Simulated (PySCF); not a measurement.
Frontier levels across methods

Compound: cyclopentanol, C₅H₁₀O.
SMILES with atom numbers: `[OH:1][CH:2]1[CH2:3][CH2:4][CH2:5][CH2:6]1` (hydrogens: H7 on O1; H8 on C2; H9, H10 on C3; H11, H12 on C4; H13, H14 on C5; H15, H16 on C6)

Geometry (PBE0-D3(BJ)/def2-SVP, Å), atoms numbered from 1 in this order:
```xyz
16
C5H10O angstrom
O      1.286    0.185    1.441
C      1.146   -0.033    0.054
C      0.291   -1.279   -0.121
C     -1.143   -0.801    0.160
C     -1.138    0.722   -0.116
C      0.282    1.044   -0.600
H      1.696    1.047    1.566
H      2.136   -0.133   -0.432
H      0.624   -2.088    0.546
H      0.393   -1.637   -1.158
H     -1.409   -0.997    1.208
H     -1.878   -1.336   -0.459
H     -1.354    1.274    0.810
H     -1.900    1.024   -0.850
H      0.613    2.066   -0.351
H      0.357    0.943   -1.696
```

Basis pcSseg-1 throughout (PySCF), one geometry. One conformer (not necessarily the lowest) at the PBE0-D3(BJ)/def2-SVP geometry, without solvent, vibrations or thermal averaging.

Task: How do the orbital energies, the gap and the dipole change with the method?

Result: 
| method | kind | HOMO (eV) | LUMO (eV) | gap (eV) | μ (D) | SCF cycles |
| --- | --- | --- | --- | --- | --- | --- |
| BLYP | GGA | -5.94 | 0.25 | 6.19 | 1.41 | 14 |
| OPBE | GGA | -5.98 | 0.52 | 6.50 | 1.40 | 14 |
| PBE | GGA | -6.02 | 0.26 | 6.29 | 1.41 | 14 |
| B97-D | GGA | -6.08 | 0.40 | 6.48 | 1.42 | 14 |
| BP86 | GGA | -6.15 | 0.35 | 6.50 | 1.43 | 14 |
| LDA | LDA | -6.16 | 0.08 | 6.24 | 1.48 | 14 |
| KT3 | GGA | -6.21 | 0.13 | 6.34 | 1.35 | 14 |
| KT2 | GGA | -6.22 | 0.19 | 6.41 | 1.37 | 14 |
| B97-2 | global hybrid | -7.42 | 1.15 | 8.57 | 1.49 | 13 |
| B3LYP | global hybrid | -7.44 | 0.78 | 8.23 | 1.49 | 13 |
| PBE0 | global hybrid | -7.70 | 1.13 | 8.83 | 1.50 | 12 |
| mPW1PW91 | global hybrid | -7.75 | 1.13 | 8.88 | 1.51 | 12 |
| CAM-B3LYP | range-separated hybrid | -9.17 | 1.96 | 11.14 | 1.54 | 12 |
| BHandHLYP | global hybrid | -9.29 | 1.82 | 11.11 | 1.57 | 12 |
| wB97X-D | range-separated hybrid | -9.66 | 2.97 | 12.62 | 1.54 | 13 |
| LC-wPBE | range-separated hybrid | -10.52 | 3.34 | 13.86 | 1.58 | 12 |
| HF | Hartree–Fock | -11.72 | 4.05 | 15.77 | 1.67 | 10 |

The HOMO spans 5.78 eV, from BLYP down to HF, and the gap runs from 6.19 eV (BLYP) to 15.77 eV (HF). Over the methods BLYP (0 %), OPBE (0 %), PBE (0 %), B97-D (0 %), BP86 (0 %), LDA (0 %), KT3 (0 %), KT2 (0 %), B97-2 (21 %), B3LYP (20 %), PBE0 (25 %), mPW1PW91 (25 %), BHandHLYP (50 %), HF (100 %), a straight line through the gap against the share of exact exchange rises by 0.94 eV for each 10 % (correlation coefficient 0.999). The dipole ranges from 1.35 D (KT3) to 1.67 D (HF). This basis has no diffuse functions.

The vertical ΔSCF ionisation energy at wB97X-D/def2-SVPD is 10.19 eV; −ε(HOMO) comes closest to it with LC-wPBE (10.52 eV).
